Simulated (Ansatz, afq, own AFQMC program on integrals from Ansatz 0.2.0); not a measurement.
B, doublet → B, quartet

A free B atom.

E(quartet, charge +0) − E(doublet, charge +0) at this geometry, on UHF and UHF determinants.

Basis aug-cc-pVTZ. Noble-gas cores (and the filled d shells of Ga–Kr and In–Xe) are frozen. Integrals, coupled cluster, full CI and functionals: Ansatz 0.2.0; the random walks run on the same integrals in our own AFQMC program. The CISD trial takes its coefficients from CCSD amplitudes. Released means that phaseless walkers are propagated on without the constraint, phases kept. Uncertainties: one standard error, sampling alone. The errors of all members are added in quadrature.

Full CI on the same integrals is exact in this basis and with this determinant's frozen core.

Errors are counted within aug-cc-pVTZ, not against nature.

Cautions: B (quartet): another spin lies lower.

```tsv
level	vertical spin gap (kcal/mol)
HF	50.7
MP2	71.5
```

Question: From these cheaper values, estimate the vertical spin gap at the reference level in aug-cc-pVTZ.

Answer: 82.4 kcal/mol (full CI in aug-cc-pVTZ).

```json
{"level": "CCSD", "vertical spin gap (kcal/mol)": "81.3", "error against FCI (kcal/mol)": "-1.0"}
{"level": "CCSD(T)", "vertical spin gap (kcal/mol)": "82.1", "error against FCI (kcal/mol)": "-0.2"}
{"level": "ph-AFQMC/HF", "vertical spin gap (kcal/mol)": "79.2 ± 0.3", "error against FCI (kcal/mol)": "-3.2 ± 0.3"}
{"level": "ph-AFQMC/CISD", "vertical spin gap (kcal/mol)": "82.3 ± 0.02", "error against FCI (kcal/mol)": "-0.1 ± 0.02"}
{"level": "released AFQMC", "vertical spin gap (kcal/mol)": "82.3 ± 0.02", "error against FCI (kcal/mol)": "0.0 ± 0.02"}
```

Correlation beyond CCSD(T) adds 0.2 kcal/mol. The perturbative (T) step is worth +0.8 kcal/mol.

A walk keeps the symmetry of its determinant, which the program's search chose and which needn't be the lowest solution, so a lower state of the same spin and another symmetry isn't excluded. Released energies are given only where the last usable release times agree within the noise; a slower fall can still hide under it.
